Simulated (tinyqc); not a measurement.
Inside a calculation (part 1 of 2). Method: ROHF in the sto-3g basis, for LiH+, spin multiplicity 2. Computed by tinyqc, a small Python program that keeps every step (integrals from PySCF). Settings: charge = 1, multiplicity = 2, basis = sto-3g, energy threshold = 1e-09, iteration cap = 67, orthogonalisation = canonical, start = atomic densities, DIIS depth = 8, DIIS from iteration = 3, method = ROHF. Command: `OMP_NUM_THREADS=1 python tinyqc.py 22191 22192 out.jsonl` (the two numbers bound the seeds that draw the settings). One thread of a shared host (Intel(R) Xeon(R) Processor @ 2.60GHz), about 0.1 s of CPU time with the checks. Later iterations appear only in the table of the cycle.

## One-electron integrals

Geometry (angstrom):
```
atom         x         y         z
Li    0.000000  0.000000  0.000000
H     0.000000  0.000000  2.295000
```

Basis sto-3g: exponents (1/bohr^2) and contraction coefficients of normalised primitives:
```
element  l (shell)   exponent  coefficient
Li           s (1)  16.119575     0.154329
Li           s (1)   2.936201     0.535328
Li           s (1)   0.794651     0.444635
Li           s (2)   0.636290    -0.099967
Li           s (2)   0.147860     0.399513
Li           s (2)   0.048089     0.700115
Li           p (3)   0.636290     0.155916
Li           p (3)   0.147860     0.607684
Li           p (3)   0.048089     0.391957
H            s (1)   3.425251     0.154329
H            s (1)   0.623914     0.535328
H            s (1)   0.168855     0.444635
```

Overlap, kinetic and nuclear-attraction integrals over the contracted functions; the nuclear repulsion is the sum of Za Zb / Rab.

nuclear repulsion = 0.69173492 hartree

overlap S, order 1Li 1s, 1Li 2s, 1Li 2px, 1Li 2py, 1Li 2pz, 2H 1s:
```
[[1.000000, 0.241137, 0.000000, 0.000000, 0.000000, 0.013768],
 [0.241137, 1.000000, 0.000000, 0.000000, 0.000000, 0.235727],
 [0.000000, 0.000000, 1.000000, 0.000000, 0.000000, 0.000000],
 [0.000000, 0.000000, 0.000000, 1.000000, 0.000000, 0.000000],
 [0.000000, 0.000000, 0.000000, 0.000000, 1.000000, 0.346504],
 [0.013768, 0.235727, 0.000000, 0.000000, 0.346504, 1.000000]]
```

kinetic energy T (hartree), order 1Li 1s, 1Li 2s, 1Li 2px, 1Li 2py, 1Li 2pz, 2H 1s:
```
[[3.576786, -0.020237, 0.000000, 0.000000, 0.000000, -0.006130],
 [-0.020237, 0.102163, 0.000000, 0.000000, 0.000000, 0.008817],
 [0.000000, 0.000000, 0.319682, 0.000000, 0.000000, 0.000000],
 [0.000000, 0.000000, 0.000000, 0.319682, 0.000000, 0.000000],
 [0.000000, 0.000000, 0.000000, 0.000000, 0.319682, 0.041960],
 [-0.006130, 0.008817, 0.000000, 0.000000, 0.041960, 0.760032]]
```

nuclear attraction V (hartree), order 1Li 1s, 1Li 2s, 1Li 2px, 1Li 2py, 1Li 2pz, 2H 1s:
```
[[-8.213460, -1.019944, 0.000000, 0.000000, -0.007828, -0.055015],
 [-1.019944, -1.430327, 0.000000, 0.000000, -0.082903, -0.359719],
 [0.000000, 0.000000, -1.400135, 0.000000, 0.000000, 0.000000],
 [0.000000, 0.000000, 0.000000, -1.400135, 0.000000, 0.000000],
 [-0.007828, -0.082903, 0.000000, 0.000000, -1.461675, -0.534183],
 [-0.055015, -0.359719, 0.000000, 0.000000, -0.534183, -1.918299]]
```

core Hamiltonian H = T + V (hartree), order 1Li 1s, 1Li 2s, 1Li 2px, 1Li 2py, 1Li 2pz, 2H 1s:
```
[[-4.636673, -1.040181, 0.000000, 0.000000, -0.007828, -0.061145],
 [-1.040181, -1.328164, 0.000000, 0.000000, -0.082903, -0.350902],
 [0.000000, 0.000000, -1.080454, 0.000000, 0.000000, 0.000000],
 [0.000000, 0.000000, 0.000000, -1.080454, 0.000000, 0.000000],
 [-0.007828, -0.082903, 0.000000, 0.000000, -1.141993, -0.492222],
 [-0.061145, -0.350902, 0.000000, 0.000000, -0.492222, -1.158267]]
```

## Two-electron integrals

Functions are numbered as in S; the eight-fold symmetry (ij|kl) = (ji|kl) = (kl|ij) leaves the list below.

Two-electron integrals (ij|kl) in chemists' order, unique and non-zero (hartree):
```
(11|11) 1.680395   (21|11) 0.265420   (21|21) 0.049941   (22|11) 0.397727
(22|21) 0.092860   (22|22) 0.290562   (31|31) 0.008981   (32|31) 0.013788
(32|32) 0.064184   (33|11) 0.396640   (33|21) 0.092880   (33|22) 0.290497
(33|33) 0.312946   (41|41) 0.008981   (42|41) 0.013788   (42|42) 0.064184
(43|43) 0.016869   (44|11) 0.396640   (44|21) 0.092880   (44|22) 0.290497
(44|33) 0.279207   (44|44) 0.312946   (51|51) 0.008981   (52|51) 0.013788
(52|52) 0.064184   (53|53) 0.016869   (54|54) 0.016869   (55|11) 0.396640
(55|21) 0.092880   (55|22) 0.290497   (55|33) 0.279207   (55|44) 0.279207
(55|55) 0.312946   (61|11) 0.014250   (61|21) 0.002722   (61|22) 0.005246
(61|33) 0.005178   (61|44) 0.005178   (61|51) 0.000372   (61|52) 0.000730
(61|55) 0.005384   (61|61) 0.000167   (62|11) 0.068183   (62|21) 0.016277
(62|22) 0.058814   (62|33) 0.055328   (62|44) 0.055328   (62|51) 0.002459
(62|52) 0.018661   (62|55) 0.065732   (62|61) 0.001094   (62|62) 0.025024
(63|31) 0.000874   (63|32) 0.004980   (63|53) 0.002388   (63|63) 0.001208
(64|41) 0.000874   (64|42) 0.004980   (64|54) 0.002388   (64|64) 0.001208
(65|11) 0.095619   (65|21) 0.022942   (65|22) 0.084808   (65|33) 0.079012
(65|44) 0.079012   (65|51) 0.003776   (65|52) 0.028892   (65|55) 0.096321
(65|61) 0.001570   (65|62) 0.038430   (65|65) 0.059297   (66|11) 0.230547
(66|21) 0.055577   (66|22) 0.220499   (66|33) 0.202597   (66|44) 0.202597
(66|51) 0.007795   (66|52) 0.078010   (66|55) 0.256143   (66|61) 0.003741
(66|62) 0.125232   (66|65) 0.196814   (66|66) 0.774606
```

## Orthogonalisation

S = U s U^T; canonical form X = U s^(-1/2), so that X^T S X = 1. Each column of U has its largest component positive (the first on a tie).

eigenvalues of S: [0.558942, 0.807736, 1.000000, 1.000000, 1.182699, 1.450623]

X, order 1Li 1s, 1Li 2s, 1Li 2px, 1Li 2py, 1Li 2pz, 2H 1s:
```
[[0.328290, 0.741857, 0.000000, 0.000000, 0.592181, 0.235535],
 [-0.650819, -0.574947, 0.000000, 0.000000, 0.462777, 0.409245],
 [0.000000, 0.000000, 0.064242, 0.997934, 0.000000, 0.000000],
 [0.000000, 0.000000, 0.997934, -0.064242, 0.000000, 0.000000],
 [-0.692833, 0.522540, 0.000000, 0.000000, -0.468643, 0.416295],
 [0.881893, -0.289941, 0.000000, 0.000000, -0.247098, 0.541386]]
```

Within a degenerate level the vectors are fixed only up to a rotation; this is one choice.

## Starting guess

The start is atomic minimal-basis densities projected into this basis (PySCF's MINAO start) and scaled to the electron count of each spin; this density is not idempotent, so its energy is not variational and may lie below the converged one.

D(alpha) at the start, order 1Li 1s, 1Li 2s, 1Li 2px, 1Li 2py, 1Li 2pz, 2H 1s:
```
[[1.037591, -0.111716, 0.000000, 0.000000, 0.002697, -0.011310],
 [-0.111716, 0.507568, 0.000000, 0.000000, -0.003742, 0.047475],
 [0.000000, 0.000000, 0.000000, 0.000000, 0.000000, 0.000000],
 [0.000000, 0.000000, 0.000000, 0.000000, 0.000000, 0.000000],
 [0.002697, -0.003742, 0.000000, 0.000000, 0.001456, 0.025340],
 [-0.011310, 0.047475, 0.000000, 0.000000, 0.025340, 0.467631]]
```

D(beta) at the start, order 1Li 1s, 1Li 2s, 1Li 2px, 1Li 2py, 1Li 2pz, 2H 1s:
```
[[0.518795, -0.055858, 0.000000, 0.000000, 0.001348, -0.005655],
 [-0.055858, 0.253784, 0.000000, 0.000000, -0.001871, 0.023737],
 [0.000000, 0.000000, 0.000000, 0.000000, 0.000000, 0.000000],
 [0.000000, 0.000000, 0.000000, 0.000000, 0.000000, 0.000000],
 [0.001348, -0.001871, 0.000000, 0.000000, 0.000728, 0.012670],
 [-0.005655, 0.023737, 0.000000, 0.000000, 0.012670, 0.233816]]
```

## Iteration 1: building the Fock matrix

J_ij = sum D_kl (ij|kl) with D = D(alpha) + D(beta), K_ij = sum D_kl (ik|jl) for each spin; F = H + J - K(s); E = tr D H + tr D J / 2 - 0.5 sum_s tr D(s) K(s) + E_nn.

Coulomb J (hartree), order 1Li 1s, 1Li 2s, 1Li 2px, 1Li 2py, 1Li 2pz, 2H 1s:
```
[[3.008278, 0.510215, 0.000000, 0.000000, 0.006010, 0.028160],
 [0.510215, 0.979063, 0.000000, 0.000000, 0.058940, 0.239688],
 [0.000000, 0.000000, 0.963798, 0.000000, 0.000000, 0.000000],
 [0.000000, 0.000000, 0.000000, 0.963798, 0.000000, 0.000000],
 [0.006010, 0.058940, 0.000000, 0.000000, 1.004222, 0.353598],
 [0.028160, 0.239688, 0.000000, 0.000000, 0.353598, 1.083833]]
```

exchange K(alpha) (hartree), order 1Li 1s, 1Li 2s, 1Li 2px, 1Li 2py, 1Li 2pz, 2H 1s:
```
[[1.709654, 0.273351, 0.000000, 0.000000, 0.001699, 0.017363],
 [0.273351, 0.196508, 0.000000, 0.000000, 0.023954, 0.102519],
 [0.000000, 0.000000, 0.039980, 0.000000, 0.000000, 0.000000],
 [0.000000, 0.000000, 0.000000, 0.039980, 0.000000, 0.000000],
 [0.001699, 0.023954, 0.000000, 0.000000, 0.074541, 0.114765],
 [0.017363, 0.102519, 0.000000, 0.000000, 0.114765, 0.396448]]
```

exchange K(beta) (hartree), order 1Li 1s, 1Li 2s, 1Li 2px, 1Li 2py, 1Li 2pz, 2H 1s:
```
[[0.854827, 0.136676, 0.000000, 0.000000, 0.000850, 0.008681],
 [0.136676, 0.098254, 0.000000, 0.000000, 0.011977, 0.051260],
 [0.000000, 0.000000, 0.019990, 0.000000, 0.000000, 0.000000],
 [0.000000, 0.000000, 0.000000, 0.019990, 0.000000, 0.000000],
 [0.000850, 0.011977, 0.000000, 0.000000, 0.037270, 0.057382],
 [0.008681, 0.051260, 0.000000, 0.000000, 0.057382, 0.198224]]
```

F(alpha) (hartree), order 1Li 1s, 1Li 2s, 1Li 2px, 1Li 2py, 1Li 2pz, 2H 1s:
```
[[-3.338049, -0.803317, 0.000000, 0.000000, -0.003518, -0.050348],
 [-0.803317, -0.545609, 0.000000, 0.000000, -0.047917, -0.213733],
 [0.000000, 0.000000, -0.156635, 0.000000, 0.000000, 0.000000],
 [0.000000, 0.000000, 0.000000, -0.156635, 0.000000, 0.000000],
 [-0.003518, -0.047917, 0.000000, 0.000000, -0.212312, -0.253389],
 [-0.050348, -0.213733, 0.000000, 0.000000, -0.253389, -0.470881]]
```

F(beta) (hartree), order 1Li 1s, 1Li 2s, 1Li 2px, 1Li 2py, 1Li 2pz, 2H 1s:
```
[[-2.483222, -0.666642, 0.000000, 0.000000, -0.002668, -0.041666],
 [-0.666642, -0.447355, 0.000000, 0.000000, -0.035939, -0.162474],
 [0.000000, 0.000000, -0.136645, 0.000000, 0.000000, 0.000000],
 [0.000000, 0.000000, 0.000000, -0.136645, 0.000000, 0.000000],
 [-0.002668, -0.035939, 0.000000, 0.000000, -0.175041, -0.196007],
 [-0.041666, -0.162474, 0.000000, 0.000000, -0.196007, -0.272657]]
```

total energy of this density = -6.30571095 hartree

This density is the starting one; it is not idempotent, so its energy is not variational and may lie below the converged one.

## Iteration 1: Roothaan effective Fock matrix

With projectors Pc = D(beta) S, Po = (D(alpha) - D(beta)) S, Pv = 1 - D(alpha) S, the block xy is Px^T F Py; with Fc = (F(alpha) + F(beta))/2, the blocks are Fc for cc, oo, vv and cv, F(beta) for co and F(alpha) for ov.

effective F (hartree), order 1Li 1s, 1Li 2s, 1Li 2px, 1Li 2py, 1Li 2pz, 2H 1s:
```
[[-2.686230, -0.675145, 0.000000, 0.000000, -0.001974, -0.043974],
 [-0.675145, -0.480798, 0.000000, 0.000000, -0.039673, -0.184674],
 [0.000000, 0.000000, -0.146640, 0.000000, 0.000000, 0.000000],
 [0.000000, 0.000000, 0.000000, -0.146640, 0.000000, 0.000000],
 [-0.001974, -0.039673, 0.000000, 0.000000, -0.193739, -0.226471],
 [-0.043974, -0.184674, 0.000000, 0.000000, -0.226471, -0.380877]]
```

## Iteration 1: diagonalisation and new density

Diagonalise F' = X^T F X, C = X C', fill 2 alpha and 1 beta electrons from the bottom; D(s) = C_occ C_occ^T. Each column has its largest component positive (the first on a tie).

F' = X^T F X (hartree):
```
[[-0.165480, -0.330478, 0.000000, 0.000000, -0.267593, -0.187511],
 [-0.330478, -1.098008, 0.000000, 0.000000, -1.041516, -0.423986],
 [0.000000, 0.000000, -0.146640, 0.000000, 0.000000, 0.000000],
 [0.000000, 0.000000, 0.000000, -0.146640, 0.000000, 0.000000],
 [-0.267593, -1.041516, 0.000000, 0.000000, -1.459862, -0.572873],
 [-0.187511, -0.423986, 0.000000, 0.000000, -0.572873, -0.713950]]
```

orbital energies (hartree): [-2.686571, -0.454130, -0.256502, -0.146640, -0.146640, -0.040097]

coefficients C, order 1Li 1s, 1Li 2s, 1Li 2px, 1Li 2py, 1Li 2pz, 2H 1s:
```
[[0.996959, -0.132691, -0.219218, 0.000000, 0.000000, -0.068477],
 [0.012288, 0.477757, 0.897483, 0.000000, 0.000000, 0.319212],
 [0.000000, 0.000000, 0.000000, 0.017557, 0.999846, 0.000000],
 [0.000000, 0.000000, 0.000000, 0.999846, -0.017557, 0.000000],
 [0.000883, 0.250833, -0.364416, 0.000000, 0.000000, 0.974822],
 [0.000360, 0.674580, -0.421864, 0.000000, 0.000000, -0.763498]]
```

D(alpha) after iteration 1, order 1Li 1s, 1Li 2s, 1Li 2px, 1Li 2py, 1Li 2pz, 2H 1s:
```
[[1.011534, -0.051143, 0.000000, 0.000000, -0.032402, -0.089152],
 [-0.051143, 0.228402, 0.000000, 0.000000, 0.119848, 0.322290],
 [0.000000, 0.000000, 0.000000, 0.000000, 0.000000, 0.000000],
 [0.000000, 0.000000, 0.000000, 0.000000, 0.000000, 0.000000],
 [-0.032402, 0.119848, 0.000000, 0.000000, 0.062918, 0.169207],
 [-0.089152, 0.322290, 0.000000, 0.000000, 0.169207, 0.455058]]
```

D(beta) after iteration 1, order 1Li 1s, 1Li 2s, 1Li 2px, 1Li 2py, 1Li 2pz, 2H 1s:
```
[[0.993928, 0.012251, 0.000000, 0.000000, 0.000881, 0.000359],
 [0.012251, 0.000151, 0.000000, 0.000000, 0.000011, 0.000004],
 [0.000000, 0.000000, 0.000000, 0.000000, 0.000000, 0.000000],
 [0.000000, 0.000000, 0.000000, 0.000000, 0.000000, 0.000000],
 [0.000881, 0.000011, 0.000000, 0.000000, 0.000001, 0.000000],
 [0.000359, 0.000004, 0.000000, 0.000000, 0.000000, 0.000000]]
```

Within a degenerate level the vectors are fixed only up to a rotation; this is one choice.

## Iteration 2: building the Fock matrix

As before.

Coulomb J (hartree), order 1Li 1s, 1Li 2s, 1Li 2px, 1Li 2py, 1Li 2pz, 2H 1s:
```
[[3.643872, 0.598537, 0.000000, 0.000000, 0.009083, 0.032964],
 [0.598537, 1.041109, 0.000000, 0.000000, 0.071693, 0.243297],
 [0.000000, 0.000000, 1.025860, 0.000000, 0.000000, 0.000000],
 [0.000000, 0.000000, 0.000000, 1.025860, 0.000000, 0.000000],
 [0.009083, 0.071693, 0.000000, 0.000000, 1.064876, 0.356227],
 [0.032964, 0.243297, 0.000000, 0.000000, 0.356227, 1.041906]]
```

exchange K(alpha) (hartree), order 1Li 1s, 1Li 2s, 1Li 2px, 1Li 2py, 1Li 2pz, 2H 1s:
```
[[1.684016, 0.269317, 0.000000, 0.000000, 0.000977, 0.015660],
 [0.269317, 0.164133, 0.000000, 0.000000, 0.103633, 0.179305],
 [0.000000, 0.000000, 0.027808, 0.000000, 0.000000, 0.000000],
 [0.000000, 0.000000, 0.000000, 0.027808, 0.000000, 0.000000],
 [0.000977, 0.103633, 0.000000, 0.000000, 0.119554, 0.201209],
 [0.015660, 0.179305, 0.000000, 0.000000, 0.201209, 0.517763]]
```

exchange K(beta) (hartree), order 1Li 1s, 1Li 2s, 1Li 2px, 1Li 2py, 1Li 2pz, 2H 1s:
```
[[1.676712, 0.269333, 0.000000, 0.000000, 0.000393, 0.015202],
 [0.269333, 0.051970, 0.000000, 0.000000, 0.000107, 0.003021],
 [0.000000, 0.000000, 0.009275, 0.000000, 0.000000, 0.000000],
 [0.000000, 0.000000, 0.000000, 0.009275, 0.000000, 0.000000],
 [0.000393, 0.000107, 0.000000, 0.000000, 0.009278, 0.000425],
 [0.015202, 0.003021, 0.000000, 0.000000, 0.000425, 0.000204]]
```

F(alpha) (hartree), order 1Li 1s, 1Li 2s, 1Li 2px, 1Li 2py, 1Li 2pz, 2H 1s:
```
[[-2.676818, -0.710961, 0.000000, 0.000000, 0.000278, -0.043841],
 [-0.710961, -0.451188, 0.000000, 0.000000, -0.114843, -0.286909],
 [0.000000, 0.000000, -0.082402, 0.000000, 0.000000, 0.000000],
 [0.000000, 0.000000, 0.000000, -0.082402, 0.000000, 0.000000],
 [0.000278, -0.114843, 0.000000, 0.000000, -0.196671, -0.337204],
 [-0.043841, -0.286909, 0.000000, 0.000000, -0.337204, -0.634125]]
```

F(beta) (hartree), order 1Li 1s, 1Li 2s, 1Li 2px, 1Li 2py, 1Li 2pz, 2H 1s:
```
[[-2.669514, -0.710977, 0.000000, 0.000000, 0.000862, -0.043383],
 [-0.710977, -0.339024, 0.000000, 0.000000, -0.011318, -0.110626],
 [0.000000, 0.000000, -0.063869, 0.000000, 0.000000, 0.000000],
 [0.000000, 0.000000, 0.000000, -0.063869, 0.000000, 0.000000],
 [0.000862, -0.011318, 0.000000, 0.000000, -0.086395, -0.136420],
 [-0.043383, -0.110626, 0.000000, 0.000000, -0.136420, -0.116565]]
```

total energy of this density = -7.58330611 hartree

## Iteration 2: Roothaan effective Fock matrix

As before.

effective F (hartree), order 1Li 1s, 1Li 2s, 1Li 2px, 1Li 2py, 1Li 2pz, 2H 1s:
```
[[-2.673176, -0.710976, 0.000000, 0.000000, 0.000787, -0.042806],
 [-0.710976, -0.340906, 0.000000, 0.000000, -0.036097, -0.180762],
 [0.000000, 0.000000, -0.073135, 0.000000, 0.000000, 0.000000],
 [0.000000, 0.000000, 0.000000, -0.073135, 0.000000, 0.000000],
 [0.000787, -0.036097, 0.000000, 0.000000, -0.133088, -0.246103],
 [-0.042806, -0.180762, 0.000000, 0.000000, -0.246103, -0.436158]]
```

## Iteration 2: diagonalisation and new density

As before.

F' = X^T F X (hartree):
```
[[-0.081244, -0.273032, 0.000000, 0.000000, -0.261203, -0.268386],
 [-0.273032, -0.995360, 0.000000, 0.000000, -1.090711, -0.442150],
 [0.000000, 0.000000, -0.073135, 0.000000, 0.000000, 0.000000],
 [0.000000, 0.000000, 0.000000, -0.073135, 0.000000, 0.000000],
 [-0.261203, -1.090711, 0.000000, 0.000000, -1.443885, -0.553314],
 [-0.268386, -0.442150, 0.000000, 0.000000, -0.553314, -0.707453]]
```

orbital energies (hartree): [-2.675061, -0.471927, -0.120829, -0.073135, -0.073135, 0.039874]

coefficients C, order 1Li 1s, 1Li 2s, 1Li 2px, 1Li 2py, 1Li 2pz, 2H 1s:
```
[[0.992753, -0.067665, -0.246429, 0.000000, 0.000000, -0.115828],
 [0.028714, 0.198728, 0.930398, 0.000000, 0.000000, 0.479392],
 [0.000000, 0.000000, 0.000000, -0.184137, 0.982901, 0.000000],
 [0.000000, 0.000000, 0.000000, 0.982901, 0.184137, 0.000000],
 [0.001019, 0.225708, -0.428424, 0.000000, 0.000000, 0.954726],
 [-0.003429, 0.838622, -0.139673, 0.000000, 0.000000, -0.702247]]
```

D(alpha) after iteration 2, order 1Li 1s, 1Li 2s, 1Li 2px, 1Li 2py, 1Li 2pz, 2H 1s:
```
[[0.990136, 0.015059, 0.000000, 0.000000, -0.014261, -0.060149],
 [0.015059, 0.040317, 0.000000, 0.000000, 0.044884, 0.166559],
 [0.000000, 0.000000, 0.000000, 0.000000, 0.000000, 0.000000],
 [0.000000, 0.000000, 0.000000, 0.000000, 0.000000, 0.000000],
 [-0.014261, 0.044884, 0.000000, 0.000000, 0.050945, 0.189280],
 [-0.060149, 0.166559, 0.000000, 0.000000, 0.189280, 0.703298]]
```

D(beta) after iteration 2, order 1Li 1s, 1Li 2s, 1Li 2px, 1Li 2py, 1Li 2pz, 2H 1s:
```
[[0.985558, 0.028505, 0.000000, 0.000000, 0.001011, -0.003404],
 [0.028505, 0.000824, 0.000000, 0.000000, 0.000029, -0.000098],
 [0.000000, 0.000000, 0.000000, 0.000000, 0.000000, 0.000000],
 [0.000000, 0.000000, 0.000000, 0.000000, 0.000000, 0.000000],
 [0.001011, 0.000029, 0.000000, 0.000000, 0.000001, -0.000003],
 [-0.003404, -0.000098, 0.000000, 0.000000, -0.000003, 0.000012]]
```

Within a degenerate level the vectors are fixed only up to a rotation; this is one choice.

## Iteration 8 (converged): orbitals

converged F (hartree), order 1Li 1s, 1Li 2s, 1Li 2px, 1Li 2py, 1Li 2pz, 2H 1s:
```
[[-2.718088, -0.727133, 0.000000, 0.000000, 0.000128, -0.044357],
 [-0.727133, -0.353892, 0.000000, 0.000000, -0.002025, -0.138509],
 [0.000000, 0.000000, -0.088337, 0.000000, 0.000000, 0.000000],
 [0.000000, 0.000000, 0.000000, -0.088337, 0.000000, 0.000000],
 [0.000128, -0.002025, 0.000000, 0.000000, -0.099809, -0.187846],
 [-0.044357, -0.138509, 0.000000, 0.000000, -0.187846, -0.367463]]
```

As before.

F' = X^T F X (hartree):
```
[[-0.104844, -0.281151, 0.000000, 0.000000, -0.257324, -0.264469],
 [-0.281151, -1.019608, 0.000000, 0.000000, -1.091538, -0.463591],
 [0.000000, 0.000000, -0.088337, 0.000000, 0.000000, 0.000000],
 [0.000000, 0.000000, 0.000000, -0.088337, 0.000000, 0.000000],
 [-0.257324, -1.091538, 0.000000, 0.000000, -1.469898, -0.598324],
 [-0.264469, -0.463591, 0.000000, 0.000000, -0.598324, -0.633266]]
```

orbital energies (hartree): [-2.720262, -0.384320, -0.151680, -0.088337, -0.088337, 0.028646]

coefficients C, order 1Li 1s, 1Li 2s, 1Li 2px, 1Li 2py, 1Li 2pz, 2H 1s:
```
[[0.992230, -0.059185, -0.253446, 0.000000, 0.000000, -0.109640],
 [0.030698, 0.163533, 0.951768, 0.000000, 0.000000, 0.449697],
 [0.000000, 0.000000, 0.000000, 0.838955, -0.544200, 0.000000],
 [0.000000, 0.000000, 0.000000, 0.544200, 0.838955, 0.000000],
 [0.001130, 0.170377, -0.385099, 0.000000, 0.000000, 0.984207],
 [-0.004010, 0.880347, -0.162134, 0.000000, 0.000000, -0.643928]]
```

D(alpha) after iteration 8, order 1Li 1s, 1Li 2s, 1Li 2px, 1Li 2py, 1Li 2pz, 2H 1s:
```
[[0.988024, 0.020781, 0.000000, 0.000000, -0.008962, -0.056082],
 [0.020781, 0.027685, 0.000000, 0.000000, 0.027897, 0.143843],
 [0.000000, 0.000000, 0.000000, 0.000000, 0.000000, 0.000000],
 [0.000000, 0.000000, 0.000000, 0.000000, 0.000000, 0.000000],
 [-0.008962, 0.027897, 0.000000, 0.000000, 0.029030, 0.149986],
 [-0.056082, 0.143843, 0.000000, 0.000000, 0.149986, 0.775026]]
```

D(beta) after iteration 8, order 1Li 1s, 1Li 2s, 1Li 2px, 1Li 2py, 1Li 2pz, 2H 1s:
```
[[0.984521, 0.030459, 0.000000, 0.000000, 0.001121, -0.003979],
 [0.030459, 0.000942, 0.000000, 0.000000, 0.000035, -0.000123],
 [0.000000, 0.000000, 0.000000, 0.000000, 0.000000, 0.000000],
 [0.000000, 0.000000, 0.000000, 0.000000, 0.000000, 0.000000],
 [0.001121, 0.000035, 0.000000, 0.000000, 0.000001, -0.000005],
 [-0.003979, -0.000123, 0.000000, 0.000000, -0.000005, 0.000016]]
```

Within a degenerate level the vectors are fixed only up to a rotation; this is one choice.
